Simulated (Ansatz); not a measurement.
```yaml
crystal:
  periodic: [false, false, false]
  atoms:
    - {symbol: N, position_ang: [-1.351453, 0.886220, -0.975751]}
    - {symbol: Al, position_ang: [0.204845, 0.919924, 0.046661]}
    - {symbol: Al, position_ang: [1.176319, -1.488091, 0.875275]}
    - {symbol: H, position_ang: [-1.869379, 0.007339, -1.256069]}
    - {symbol: H, position_ang: [-1.845172, 1.739066, -1.362473]}
    - {symbol: H, position_ang: [0.823943, 2.446230, 0.338704]}
    - {symbol: H, position_ang: [2.495801, -1.647855, 1.895006]}
    - {symbol: H, position_ang: [0.461800, -2.922685, 0.380057]}
basis:
  gaussian: {orbitals: cc-pVTZ-DK}
magnetization: {spin_polarized: true, initial_magnetization: 1}
hamiltonian: {xc: {name: HF}}
correlation: {method: bccd_t, electrons: outside_noble_gas}
```

```sh
$ ansatz run in.yaml --threads 2 --pin off --events-out ev --progress --plain --max-ram 4352MiB
```

It prints (some lines left out):

```
Error: a molecule whose nuclei and cores have a total charge of 38 cannot have a net charge of 0 together with 1 unpaired electrons
```

(1) What is wrong with this run?

Results:

(1) The number of unpaired electrons doesn't fit the electron count. The input was rejected before any iteration.
